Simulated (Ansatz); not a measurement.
bcc Li, relaxed in Ansatz (plane waves) with several semilocal functionals. Each gives its own volume and its own elastic constant C11:

| level | V0 (Å³/atom) | elastic constant C11 (GPa) | ln V0 | ln C11 |
|---|---|---|---|---|
| LDA | 19.013 | 16.44 | 2.9451 | 2.7997 |
| PBEsol | 20.243 | 15.30 | 3.0078 | 2.7279 |
| r²SCAN | 21.015 | 14.72 | 3.0452 | 2.6892 |

### Question
Fit a straight line to ln C11 against ln V0. What does it predict for PBE, whose volume is 20.260 Å³/atom?

### Answer
With x = ln V0 and y = ln C11: means 2.99937 and 2.73893; Σ(Δx Δy) = -0.005670, Σ(Δx²) = 0.005117, so the slope is -1.11. At x = 3.0086 the line gives y = 2.73893 + (-1.11) × (3.0086 − 2.99937) = 2.7287, or 15.31 GPa. The run with PBE gives 15.52 GPa, +1.4 % from the line. The rows used scatter about it by up to 0.2 %, while the largest value lies 12 % above the smallest.

Measured: 14.7 GPa (measured, temperature not stated, no zero-point or thermal correction, our sources range from 13.4 to 14.7; as tabulated in arXiv:1601.06701).

Ansatz's density-functional and Hartree–Fock values are scalar-relativistic unless marked +SOC, with PAW data made under PBE.

Ansatz is a program for electronic structure.
